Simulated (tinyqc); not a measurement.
Inside a calculation. Method: extended Hueckel theory, for BH3. One step of it, computed by the program tinyqc.

Task: Mulliken analysis. P = C n C^T; charge = valence electrons (H 1, B 3) minus the sum of (P S)_ii on the atom; overlap population = 2 sum P_ij S_ij between two atoms.

coefficients:
```
             MO1        MO2        MO3        MO4        MO5        MO6        MO7
1B 2s   0.557507   0.000045   0.000000   0.033904   0.000000  -0.001220   1.464522
1B 2px  0.000000   0.315198   0.000000   0.000000   0.000000   1.322294   0.001258
1B 2py  0.000000   0.000000   0.315189   0.000000   1.321748   0.000000   0.000000
1B 2pz  0.000902  -0.000001   0.000000   0.999225   0.000000   0.000044  -0.054235
2H 1s   0.268939   0.649323   0.000000  -0.011942   0.000000  -0.963688  -0.790734
3H 1s   0.268856  -0.324793   0.562480  -0.011939  -0.834725   0.482966  -0.788965
4H 1s   0.268856  -0.324793  -0.562480  -0.011939   0.834725   0.482966  -0.788965
```

occupations: 2.000000  2.000000  2.000000  0.000000  0.000000  0.000000  0.000000

overlap S, lower triangle:
```
           1B 2s     1B 2px     1B 2py     1B 2pz     2H 1s     3H 1s     4H 1s
1B 2s   1.000000
1B 2px  0.000000   1.000000
1B 2py  0.000000   0.000000   1.000000
1B 2pz  0.000000   0.000000   0.000000   1.000000
2H 1s   0.482429   0.527899   0.000000  -0.014920  1.000000
3H 1s   0.482245  -0.264022   0.456995  -0.014912  0.088773  1.000000
4H 1s   0.482245  -0.264022  -0.456995  -0.014912  0.088773  0.088800  1.000000
```

Give: charges; Overlap populations.

Result:

charges: 1B 0.899, 2H -0.299, 3H -0.300, 4H -0.300

Overlap populations:
```
pair      value
2-1    0.721543
3-1    0.721285
3-2   -0.049212
4-1    0.721285
4-2   -0.049212
4-3   -0.049234
```
